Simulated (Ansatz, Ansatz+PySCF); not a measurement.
```xyz
4

Na    0.0000    0.0000   -1.0102
O     0.0000    0.0000    1.0022
H     0.0000    0.7026    1.5477
H     0.0000   -0.7026    1.5477
```

RHF-MP2 on singlet NaH2O(+) was run in several spherical basis sets with Ansatz (development build ahead of 0.2.0). Frozen core: 2 orbitals.

Question: Rank the basis sets by the total energy that they give, lowest first, with the distance from the lowest.
A. cc-pVDZ
B. def2-TZVP
C. 6-31G(d)
D. def2-SVP
E. cc-pVTZ

Answer: B (0.00 eV), E (3.75 eV), A (6.41 eV), C (7.72 eV), D (9.80 eV).

Totals follow the description of the cores as much as that of the bonds, so this order isn't one of quality for chemistry.
